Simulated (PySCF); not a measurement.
Compound: C3H6O.
Geometry (PBE0-D3(BJ)/def2-SVP, Å), atoms numbered from 1 in this order:
```xyz
10
C3H6O angstrom
C      1.4754    0.2699    0.4698
C      0.3581    0.4924   -0.2230
C     -0.7196   -0.5211   -0.4540
O     -1.9853   -0.0577   -0.0608
H      2.2332    1.0461    0.6065
H      1.6789   -0.7074    0.9215
H      0.1693    1.4816   -0.6591
H     -0.7983   -0.7362   -1.5333
H     -0.4463   -1.4757    0.0403
H     -1.9265    0.1862    0.8693
```

Method: PySCF, PBE0-D3(BJ)/def2-SVP geometry optimisation, gas phase.

Masses are those of the commonest isotopes; rigid-rotor values at the optimised geometry. The values belong to one conformer with, in the numbering `[CH2:1]=[CH:2][CH2:3][OH:4]`, C1–C2–C3–O4 126°, C2–C3–O4–H -57°.

(1) What are A, B and C (GHz)?

(2) What kind of rotor is it?

(3) Is it planar, by Δ = Ic − Ia − Ib?

(4) List the rotational levels J(Ka,Kc) to J = 3 (K).

(5) Which lines would a microwave search look for?

(6) Estimate the classical rotational partition function at 50 K, 100 K and 200 K.

Answers

(1) Ia = 19.00, Ib = 117.03, Ic = 120.31 u·Å²; 505379 MHz·u·Å²/I gives 26593, 4318 and 4201 MHz, that is A = 26.593, B = 4.3182, C = 4.2006 GHz.

(2) A near-prolate asymmetric top. Ray's parameter κ = (2B − A − C)/(A − C) = -0.989; −1 is the prolate and +1 the oblate limit.

(3) Not planar: Δ = Ic − Ia − Ib = -15.73 u·Å². For a rigid frame Δ = −2 Σ m c², so Σ m c² = 7.86 u·Å² lies off the ab plane: 4.64 from hydrogen and 3.23 from heavier atoms. The atom farthest from that plane is 1.12 Å away.

(4) Above 0(0,0), as E/k:
J = 1: 1(0,1) 0.409, 1(1,1) 1.478, 1(1,0) 1.484
J = 2: 2(0,2) 1.226, 2(1,2) 2.290, 2(1,1) 2.307, 2(2,1) 5.514, 2(2,0) 5.514
J = 3: 3(0,3) 2.453, 3(1,3) 3.508, 3(1,2) 3.542, 3(2,2) 6.740, 3(2,1) 6.741, 3(3,1) 12.100, 3(3,0) 12.100

(5) The dipole components are |μa| = 1.23 D, |μb| = 0.03 D, |μc| = 0.79 D. Intensities carry the squares of the components, which stand as 1.00 : 0.00 : 0.42 (a : b : c). Some lines, for components of 0.1 D or more:

```json
{"type": "a", "branch": "R", "J(Ka,Kc)": "1(0,1) ← 0(0,0)", "MHz": "8519", "lower level (cm⁻¹)": "0.000"}
{"type": "a", "branch": "R", "J(Ka,Kc)": "2(0,2) ← 1(0,1)", "MHz": "17037", "lower level (cm⁻¹)": "0.284"}
{"type": "c", "branch": "Q", "J(Ka,Kc)": "5(1,5) ← 5(0,5)", "MHz": "21465", "lower level (cm⁻¹)": "4.262"}
{"type": "c", "branch": "Q", "J(Ka,Kc)": "3(1,3) ← 3(0,3)", "MHz": "21983", "lower level (cm⁻¹)": "1.705"}
{"type": "a", "branch": "R", "J(Ka,Kc)": "3(2,1) ← 2(2,0)", "MHz": "25558", "lower level (cm⁻¹)": "3.832"}
{"type": "c", "branch": "R", "J(Ka,Kc)": "1(1,0) ← 0(0,0)", "MHz": "30911", "lower level (cm⁻¹)": "0.000"}
{"type": "a", "branch": "R", "J(Ka,Kc)": "4(2,3) ← 3(2,2)", "MHz": "34075", "lower level (cm⁻¹)": "4.685"}
{"type": "a", "branch": "R", "J(Ka,Kc)": "4(3,2) ← 3(3,1)", "MHz": "34076", "lower level (cm⁻¹)": "8.410"}
{"type": "c", "branch": "R", "J(Ka,Kc)": "2(1,1) ← 1(0,1)", "MHz": "39548", "lower level (cm⁻¹)": "0.284"}
{"type": "a", "branch": "R", "J(Ka,Kc)": "5(1,5) ← 4(1,4)", "MHz": "42298", "lower level (cm⁻¹)": "3.567"}
{"type": "a", "branch": "R", "J(Ka,Kc)": "5(2,4) ← 4(2,3)", "MHz": "42593", "lower level (cm⁻¹)": "5.821"}
{"type": "a", "branch": "R", "J(Ka,Kc)": "5(2,3) ← 4(2,2)", "MHz": "42602", "lower level (cm⁻¹)": "5.822"}
{"type": "c", "branch": "R", "J(Ka,Kc)": "3(1,2) ← 2(0,2)", "MHz": "48243", "lower level (cm⁻¹)": "0.852"}
{"type": "c", "branch": "R", "J(Ka,Kc)": "5(1,4) ← 4(0,4)", "MHz": "65814", "lower level (cm⁻¹)": "2.841"}
{"type": "c", "branch": "Q", "J(Ka,Kc)": "5(2,4) ← 5(1,4)", "MHz": "66121", "lower level (cm⁻¹)": "5.037"}
{"type": "c", "branch": "R", "J(Ka,Kc)": "3(2,1) ← 2(1,1)", "MHz": "92383", "lower level (cm⁻¹)": "1.603"}
{"type": "c", "branch": "R", "J(Ka,Kc)": "4(2,3) ← 3(1,3)", "MHz": "101429", "lower level (cm⁻¹)": "2.438"}
{"type": "c", "branch": "Q", "J(Ka,Kc)": "3(3,1) ← 3(2,1)", "MHz": "111667", "lower level (cm⁻¹)": "4.685"}
{"type": "c", "branch": "R", "J(Ka,Kc)": "3(3,1) ← 2(2,1)", "MHz": "137225", "lower level (cm⁻¹)": "3.832"}
{"type": "c", "branch": "R", "J(Ka,Kc)": "4(3,2) ← 3(2,2)", "MHz": "145745", "lower level (cm⁻¹)": "4.685"}
{"type": "c", "branch": "R", "J(Ka,Kc)": "5(3,3) ← 4(2,3)", "MHz": "154266", "lower level (cm⁻¹)": "5.821"}
{"type": "c", "branch": "Q", "J(Ka,Kc)": "5(4,2) ← 5(3,2)", "MHz": "156335", "lower level (cm⁻¹)": "10.967"}
{"type": "c", "branch": "R", "J(Ka,Kc)": "5(4,1) ← 4(3,1)", "MHz": "198930", "lower level (cm⁻¹)": "9.546"}
{"type": "c", "branch": "R", "J(Ka,Kc)": "5(5,1) ← 4(4,1)", "MHz": "243598", "lower level (cm⁻¹)": "14.761"}
```

(6) Point group C1, symmetry number σ = 1; q = (√π/σ)·√((kT/h)³/(ABC)), k/h = 20836.6 MHz/K: 2710 at 50 K, 7680 at 100 K, 21700 at 200 K.

Stationary, but not proved a minimum. These are rigid-rotor constants of the computed structure; measured ground-state constants (B0) also hold zero-point vibration.

The run took 24 s on one thread of an Arm Neoverse N1, shared host, and the process peaked at 0.35 GiB of memory. This is the geometry optimisation.
